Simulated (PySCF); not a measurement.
How well do the runs reproduce experiment for F2H2Si?

**Experimental background.**

From NIST CCCBDB Release 22 (SRD 101), experimental dipoles, for the gas: dipole moment (microwave Stark effect, vibrational ground state) 1.54 ± 0.02 D.

The runs below try to reproduce these values; the comparison stands at the end.

F2H2Si.
Atom-mapped SMILES: `[F:1][SiH2:2][F:3]` (hydrogens: H4, H5 on Si2)

Cartesian coordinates in Å at the GFN2-xTB level; atoms count from 1:
```xyz
5
F2H2Si angstrom
F     -1.2039   -0.9315   -0.1024
Si    -0.0034    0.1111    0.0112
F      1.2874   -0.8123   -0.1363
H     -0.0109    0.6536    1.3480
H     -0.0605    0.9820   -1.1377
```

Runs made with PySCF (gas phase, on this GFN2-xTB geometry; no spin–orbit coupling):

```
            level                                                                job  basis functions
    PBE0/pcSseg-1                            shieldings, charges and field gradients               68
wB97X-D/def2-SVPD  8 singlets by full TDDFT, 3 Tamm–Dancoff triplets, polarisability               86
```

**Comparison with experiment**

**Dipole moment.** Measured: 1.54 D (NIST CCCBDB Release 22 (SRD 101), experimental dipoles).

```json
{"level": "PBE0/pcSseg-1", "computed (D)": "2.11", "computed − measured (D)": "+0.57", "% (from the printed values)": "+37"}
{"level": "wB97X-D/def2-SVPD", "computed (D)": "2.12", "computed − measured (D)": "+0.58", "% (from the printed values)": "+38"}
```

Closest is PBE0/pcSseg-1 (+0.57 D), furthest wB97X-D/def2-SVPD (+0.58 D); one molecule doesn't rank methods. The computed dipoles belong to one fixed geometry; measured ones are averaged over vibrations unless marked μe. Magnitudes are compared, not signs.

The geometry is computed, not the measured one. Where a level misses, the cause wasn't examined.
